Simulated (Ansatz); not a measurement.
Consider a ladder of basis sets of CH4Mg, SMILES [CH3][MgH] (Ansatz 0.2.0 through its Python package).

`ch4mg.xyz`
```text
6

C    -0.15390   -0.58190   -0.60310
Mg    0.30040    0.84090    0.97470
H    -0.72830    0.01700   -1.45480
H    -0.81860   -1.30230   -0.22860
H     0.72380   -1.02750   -1.01080
H     0.71860    1.98990    2.27640
```

The script, `basis_ch4mg.py`:
```python
'''How the energy of CH4Mg converges with the basis.'''

import ansatz

XC = 'PBE0'


def main() -> None:
    ch4mg = ansatz.Crystal.molecule_from_extxyz('ch4mg.xyz')

    setup = ch4mg.calculation().functional(XC)

    energies = {}
    for basis in ['STO-3G', '6-31G', '6-31G*', 'def2-SVP', 'def2-SVPD', 'def2-TZVP', 'def2-TZVPP']:
        summary = setup.basis(gaussian=basis).run(threads=1).report
        size = summary['n_frozen'] + summary['n_occupied'][0] + summary['n_virtual'][0]
        energies[basis] = (summary['reference_energy_ev'] / 27.211386246, summary['free_energy_ev'] / 27.211386246)
        print(f'{basis:14s} {size:4d} orbitals  reference {energies[basis][0]:14.6f} Ha  total {energies[basis][1]:14.6f} Ha')

    last = energies['def2-TZVPP'][1]
    for basis, (_, total) in energies.items():
        print(f'{basis:14s} lies {27.211386 * (total - last):9.4f} eV above def2-TZVPP')


if __name__ == '__main__':
    main()
```

How far does the total energy move along this ladder of basis sets?

Against STO-3G: 6-31G -2969.5 mHa, 6-31G* -2980.2 mHa, def2-SVP -2896.6 mHa, def2-SVPD -2899.8 mHa, def2-TZVP -3012.5 mHa and def2-TZVPP -3013.7 mHa. The last step alone is -1.20 mHa (these two sets differ little on atoms other than hydrogen).

What the script printed:

```console
$ python basis_ch4mg.py
STO-3G           18 orbitals  reference    -237.390811 Ha  total    -237.390811 Ha
6-31G            30 orbitals  reference    -240.360325 Ha  total    -240.360325 Ha
6-31G*           42 orbitals  reference    -240.370965 Ha  total    -240.370965 Ha
def2-SVP         52 orbitals  reference    -240.287368 Ha  total    -240.287368 Ha
def2-SVPD        73 orbitals  reference    -240.290651 Ha  total    -240.290651 Ha
def2-TZVP        87 orbitals  reference    -240.403314 Ha  total    -240.403314 Ha
def2-TZVPP      119 orbitals  reference    -240.404517 Ha  total    -240.404517 Ha
STO-3G         lies   82.0071 eV above def2-TZVPP
6-31G          lies    1.2025 eV above def2-TZVPP
6-31G*         lies    0.9130 eV above def2-TZVPP
def2-SVP       lies    3.1878 eV above def2-TZVPP
def2-SVPD      lies    3.0985 eV above def2-TZVPP
def2-TZVP      lies    0.0328 eV above def2-TZVPP
def2-TZVPP     lies    0.0000 eV above def2-TZVPP
```

What to keep in mind:
- The drop along the ladder measures the basis error, and is no property of the molecule.
- The geometry is a force-field or estimated start, not a minimum of this method, and the last set is no limit. Much of the fall in a total is atomic energy, which cancels in bond and reaction energies.
- Totals across families of basis sets mostly measure their core functions.
- Hardware and time: 4 s on 1 thread of Intel(R) Xeon(R) Processor @ 2.30GHz, on a shared host, peak memory 0.26 GiB.
